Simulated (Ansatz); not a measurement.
# H2O (triplet): from Hartree-Fock to the top rungs at distance H1–H2 along a hydrogen transfer = 0.965 Å, 6-31G

Aim: climb from Hartree-Fock through coupled cluster and multireference methods for H2O (triplet) at one geometry and basis, and see what each rung misses.

The runs use Ansatz 0.2.0, Gaussian basis; 6-31G, core rule «outside noble gas», up to 1 orbitals frozen.

To be run: UHF; CCSD(T) on ROHF; CCSD(T) on UHF; BCCD(T) on ROHF; CISD; CCSDT(Q) on ROHF; CCSDT(Q) on UHF; CISDTQ; CCSDTQ on ROHF; CCSDTQ on UHF; CASSCF and MRCISD+Q, 4 electrons in 4 orbitals; CASSCF and NEVPT2, 4 electrons in 4 orbitals; CASSCF and MRCISD+Q, 8 electrons in 6 orbitals; CASSCF and NEVPT4(SD), 8 electrons in 6 orbitals; CASSCF and NEVPT2, 8 electrons in 6 orbitals; Full CI; Full CI in the symmetry of the determinant.

4 further runs of the same task are left out: 4 that didn't finish.

### 1 The system

The geometry derives from fragments relaxed apart (PBE0/def2-TZVP) and kept rigid, so it is no stationary point. A hydrogen atom is moved between rigid fragments.

3 atoms, charge 0, spin multiplicity 3.

Atoms are counted from 1 here; the program's logs count them from 0.

No contacts short enough for the rule that draws bonds.

### 2 UHF

The input, in.yaml:

```yaml
crystal:
  periodic: [false, false, false]
  atoms:
    - {symbol: H, position_ang: [0.000000, 0.000000, -1.071333]}
    - {symbol: H, position_ang: [0.000000, 0.000000, -0.106333]}
    - {symbol: O, position_ang: [0.000000, 0.000000, 1.177667]}
basis:
  gaussian: {orbitals: 6-31G}
magnetization: {spin_polarized: true, initial_magnetization: 2}
hamiltonian: {xc: hf}
output: {orbitals: {seedname: orbitals}}
```

The run is started by

```sh
ansatz run in.yaml --threads 1 --pin off --events-out ev --progress --plain --max-ram 2393MiB
```

After this run come: CCSD(T) on ROHF; CCSD(T) on UHF; BCCD(T) on ROHF; CISD; CCSDT(Q) on ROHF; CCSDT(Q) on UHF; CISDTQ; CCSDTQ on ROHF; CCSDTQ on UHF; CASSCF and MRCISD+Q, 4 electrons in 4 orbitals; CASSCF and NEVPT2, 4 electrons in 4 orbitals; CASSCF and MRCISD+Q, 8 electrons in 6 orbitals; CASSCF and NEVPT4(SD), 8 electrons in 6 orbitals; CASSCF and NEVPT2, 8 electrons in 6 orbitals; Full CI; Full CI in the symmetry of the determinant.

Before running them: what should the planned runs give, taken together? Wanted: FCI below the RHF energy; RMP2 from FCI; UMP2 from FCI; RCCSD from FCI; RCCSD(T) from FCI; UCCSD(T) from FCI; RCCSDT(Q) from FCI; UCCSDT(Q) from FCI; NEVPT2 pair from FCI.

The runs gave:

| quantity | value |
| --- | --- |
| FCI below the RHF energy | -3.0904 eV |
| RMP2 from FCI | +700.7 meV |
| UMP2 from FCI | +570.2 meV |
| RCCSD from FCI | +41.1 meV |
| RCCSD(T) from FCI | +10.3 meV |
| UCCSD(T) from FCI | +9.0 meV |
| RCCSDT(Q) from FCI | +0.4 meV |
| UCCSDT(Q) from FCI | -0.2 meV |
| NEVPT2 pair from FCI | +299.9 meV |
| MRCISD+Q pair from FCI | +42.3 meV |
| NEVPT2 valence from FCI | +465.0 meV |
| levels within 1 kcal/mol (43 meV) | RCCSD, UCCSD, RCCSD(T), UCCSD(T), BCCD(T), RCCSDT, UCCSDT, CISDTQ, RCCSDT(Q), UCCSDT(Q), RCCSDTQ, UCCSDTQ, MRCISD+Q pair, MRCISD+Q valence |
| T1 diagnostic | 0.053 |
| effectively unpaired electrons | 2.02 |

In words: RCCSD(T) misses by +10.3 meV, 0.3 % of the correlation energy. The occupations are near whole numbers, but T1 = 0.053 shows that the orbitals relax strongly. Of the multireference levels listed MRCISD+Q valence comes nearest in total energy (+38.5 meV), which doesn't show that its space is the better one. These misses are within one basis, not against nature; the frozen cores of restricted and unrestricted runs differ, which can shift their rows.
